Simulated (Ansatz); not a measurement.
**P₂: state-averaged CASSCF**

Calculated in Ansatz's Gaussian-basis code. State-averaged CASSCF with equal weights; occupations are averaged over the states; levels count from the state that is lowest in CASSCF. No symmetry is imposed, so a solution can break that of the shape. The lowest solution met needn't be the lowest there is, nor hold the orbitals that a chemist would pick. The average may hold one member of a degenerate pair alone.

Geometry: bond length 1.8910 Å.

Basis cc-pVDZ, nonrelativistic, 10 orbitals frozen in the corrections; active space CAS(10,8). Averaged: 2 singlets.

Give the levels in order.



```csv
state,CASSCF (eV),SC-NEVPT2 (eV)
singlet,0.000,0.000
singlet,4.724,4.480
```

Occupations: 1.99, 1.98, 1.97, 1.94, 1.47, 0.54, 0.08, 0.03.
